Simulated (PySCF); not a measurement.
# SF4 (SMILES FS(F)(F)F): levels of theory compared

We compute a comparison of 5 runs (B2PLYP/STO-3G, wB97X-V/STO-3G, BCCD(T)/STO-3G, NEVPT2(2,2)/STO-3G, QCISD(T)/STO-3G) of SF4. The job is set up through a Python script.

The results are computed with PySCF 2.14.0.

2 further runs of the same task are left out: 2 set aside as unsound or not needed.

## 1. The system as given

The species is SF4 (5 atoms), meant as a singlet with charge 0. SMILES: `FS(F)(F)F`. The shape is that of a PBE0-D4/def2-TZVP optimisation.

Bond lengths: F1–S2 1.553 Å, S2–F3 1.649 Å, S2–F4 1.649 Å, S2–F5 1.553 Å. Angles: F1–S2–F3 87.6°, F1–S2–F4 87.6°, F1–S2–F5 101.3°, F3–S2–F4 172.5°, F3–S2–F5 87.6°, F4–S2–F5 87.6°.

## 2. The energy at B2PLYP/STO-3G (run 1)

Input file calc.py:

```python
from pyscf import gto, dft, mp

molecule = gto.M(
    atom=[
    ('F', (-0.561200, -0.228000, 1.172800)),
    ('S', (0.064000, -0.357400, -0.243000)),
    ('F', (1.536700, -0.462000, 0.491400)),
    ('F', (-1.440100, -0.077300, -0.858200)),
    ('F', (0.400600, 1.124600, -0.563100)),
],
    verbose=4,
    basis='sto-3g',
    max_memory=1860,
)

myscf = dft.RKS(molecule)
myscf.xc = '0.53*HF + 0.47*B88, 0.73*LYP'
myscf.conv_tol = 1e-10
myscf.grids.level = 5
myscf.kernel()
if not myscf.converged:
    myscf = myscf.newton().run(myscf.mo_coeff, myscf.mo_occ)

pt = mp.MP2(myscf, frozen=9).run()
etot = myscf.e_tot + 0.27 * pt.e_corr
print('PT2 part  %.8f' % (0.27 * pt.e_corr))
print('E(%s) = %.9f' % ('B2PLYP', etot))
```

Started as:

```sh
$ OMP_NUM_THREADS=1 python calc.py
```

Standard output:

```text
PySCF version 2.14.0

[... 75 lines left out ...]
converged SCF energy = -786.420858127774
[... 1 line left out ...]
******** <class 'pyscf.mp.mp2.RMP2'> ********
nocc = 17, nmo = 20
frozen orbitals 9
E(RMP2) = -786.585084146233  E_corr = -0.164226018459011
E(SCS-RMP2) = -786.595586714094  E_corr = -0.174728586319415
E_corr(same-spin) = -0.0257799644208437
E_corr(oppo-spin) = -0.138446054038167
PT2 part  -0.04434102
E(B2PLYP) = -786.465199153
```

Wall time 5.4 s (1 thread of Arm Neoverse V1, shared host); peak memory 0.24 GiB.

## 3. The energy at wB97X-V/STO-3G (run 2)

Input file run.py:

```python
from pyscf import gto, dft

system = gto.M(
    atom='''
F     -0.561200    -0.228000     1.172800
S      0.064000    -0.357400    -0.243000
F      1.536700    -0.462000     0.491400
F     -1.440100    -0.077300    -0.858200
F      0.400600     1.124600    -0.563100
''',
    charge=0,
    basis='sto-3g',
    spin=0,
    max_memory=1860,
    verbose=3,
)

mf = dft.RKS(system)
mf.xc = 'wb97x-v'
mf.conv_tol = 1e-10
mf.nlcgrids.level = 1
mf.grids.level = 5
mf.kernel()
if not mf.converged:
    mf = mf.newton().run(mf.mo_coeff, mf.mo_occ)

e_tot = mf.e_tot
print('E = %.10f Eh' % e_tot)
```

Started as:

```sh
$ OMP_NUM_THREADS=1 python run.py
```

Standard output:

```text
converged SCF energy = -786.925570870076
E = -786.9255708701 Eh
```

It took 32 s on 1 thread of Arm Neoverse V1, shared host; peak memory 0.24 GiB.

Run 3 isn't shown in full; the table further down has it.

## 4. A single-point energy at NEVPT2(2,2)/STO-3G (run 4)

Input file job.py:

```python
# FS(F)(F)F
import numpy
from pyscf import gto, scf, mp, mcscf, mrpt

system = gto.Mole()
system.atom = [
    ('F', (-0.561200, -0.228000, 1.172800)),
    ('S', (0.064000, -0.357400, -0.243000)),
    ('F', (1.536700, -0.462000, 0.491400)),
    ('F', (-1.440100, -0.077300, -0.858200)),
    ('F', (0.400600, 1.124600, -0.563100)),
]
system.basis = 'sto-3g'
system.max_memory = 1860
system.verbose = 4
system.charge = 0
system.build()

mf = system.RHF()
mf.conv_tol = 1e-10
mf.kernel()
if not mf.converged:
    mf = mf.newton().run(mf.mo_coeff, mf.mo_occ)

pt = mp.MP2(scf.addons.convert_to_uhf(mf)).run()
noons, natorbs = mcscf.addons.make_natural_orbitals(pt)
print('natural occupations', numpy.round(noons[:40], 4))
cas = mcscf.CASSCF(mf, 2, 2)
cas.fix_spin_(ss=0.0)
cas.natorb = True
cas.kernel(natorbs)
e_pt2 = mrpt.NEVPT(cas).kernel()
e_final = cas.e_tot + e_pt2
print('E = %.10f Eh' % e_final)
```

Started as:

```sh
$ OMP_NUM_THREADS=1 python job.py
```

Standard output:

```text
PySCF version 2.14.0

[... 59 lines left out ...]
converged SCF energy = -785.004886890032
[... 33 lines left out ...]
sorting_mo_energy = False
[... 24 lines left out ...]
1-step CASSCF converged in   5 macro ( 67 JK  16 micro) steps
[... 2 lines left out ...]
Natural orbital (expansion on meta-Lowdin AOs) in CAS space
[... 8 lines left out ...]
CASSCF energy = -785.034358369285
[... 2 lines left out ...]
******** <class 'pyscf.mrpt.nevpt2.NEVPT'> ********
NEVPT2 (1e+1e, 2o), ncore = 25, nvir = 2
root = 0
Natural occ [1.93486561 0.06513439]
Natural orbital (expansion on meta-Lowdin AOs) in CAS space
               #1        #2
0 F 1s           0.00051  -0.00022
0 F 2s          -0.02528   0.01053
0 F 2px         -0.06272  -0.07671
[... 25 lines of this table left out ...]
4 F 2pz         -0.07182  -0.02912
<CAS-nat-orb|mo-hf>  26     26       0.96858380
<CAS-nat-orb|mo-hf>  27     29       0.99616221
Sr    (-1)',   E = -0.00000000000164
Si    (+1)',   E = -0.00000000008388
Sijrs (0)  ,   E = -0.04590172715440
Sijr  (+1) ,   E = -0.01279320041319
Srsi  (-1) ,   E = -0.00415223069071
Srs   (-2) ,   E = -0.00065455934738
Sij   (+2) ,   E = -0.00361740477887
Sir   (0)' ,   E = -0.01722009207573
Nevpt2 Energy = -0.084339214545805
E = -785.1186975838 Eh
```

Run time: 1.2 s. Hardware: 1 thread of Arm Neoverse V1, shared host; peak memory 0.12 GiB.

## 5. A single-point energy at QCISD(T)/STO-3G (run 5)

Input file job.py:

```python
from pyscf import gto, scf, cc

molecule = gto.Mole()
molecule.atom = '''
F     -0.561200    -0.228000     1.172800
S      0.064000    -0.357400    -0.243000
F      1.536700    -0.462000     0.491400
F     -1.440100    -0.077300    -0.858200
F      0.400600     1.124600    -0.563100
'''
molecule.verbose = 3
molecule.basis = 'sto-3g'
molecule.max_memory = 1860
molecule.charge = 0
molecule.build()

mf = scf.RHF(molecule)
mf.conv_tol = 1e-10
mf.kernel()
if not mf.converged:
    mf = mf.newton().run(mf.mo_coeff, mf.mo_occ)

mycc = cc.QCISD(mf, frozen=9)
mycc.kernel()
e_t = mycc.qcisd_t()
etot = mycc.e_tot + e_t
print('E = %.10f Eh' % etot)
```

Started as:

```sh
$ OMP_NUM_THREADS=1 python job.py
```

Standard output:

```text
converged SCF energy = -785.004886890032
E(QCISD) = -785.1404165704622  E_corr = -0.1355296804303079
QCISD(T) correction = -0.00691363158337404
E = -785.1473302020 Eh
```

Wall time 0.85 s (1 thread of Arm Neoverse V1, shared host); peak memory 0.1 GiB.

## 6. All runs side by side

```
run               level  frozen core orbitals  nlc grid  energy (Eh)  dipole moment (D) of the reference  HOMO energy (eV)  LUMO energy (eV)  wall time
  1       B2PLYP/STO-3G                     9         –  -786.465199                                0.54             -4.51              5.71      5.4 s
  2      wB97X-V/STO-3G                     –         1  -786.925571                                0.45             -5.14              6.70       32 s
  3      BCCD(T)/STO-3G                     9         –  -785.145971                                   –                 –                 –      1.2 s
  4  NEVPT2(2,2)/STO-3G                     –         –  -785.118698                                0.65             -6.88              8.58      1.2 s
  5     QCISD(T)/STO-3G                     9         –  -785.147330                                0.65             -6.88              8.58     0.85 s
```

## 7. What came out

```
                                          quantity          value
                               run 5: total energy  -785.14733 Eh
       run 5: dipole moment (Hartree–Fock density)         0.65 D
        run 5: HOMO energy (Hartree–Fock orbitals)       -6.88 eV
        run 5: LUMO energy (Hartree–Fock orbitals)        8.58 eV
      run 5: HOMO–LUMO gap (Hartree–Fock orbitals)       15.46 eV
run 5: correlation energy (9 core orbitals frozen)     -142.4 mEh
                             run 5: (T) correction      -6.91 mEh
                              run 5: T1 diagnostic          0.013
```

**Reading.** Totals of different functionals can't be ranked against each other. In runs 1, 2, 3, 4, 5 the basis is minimal, so the values are rough. All runs together took 41 s, the longest 32 s.
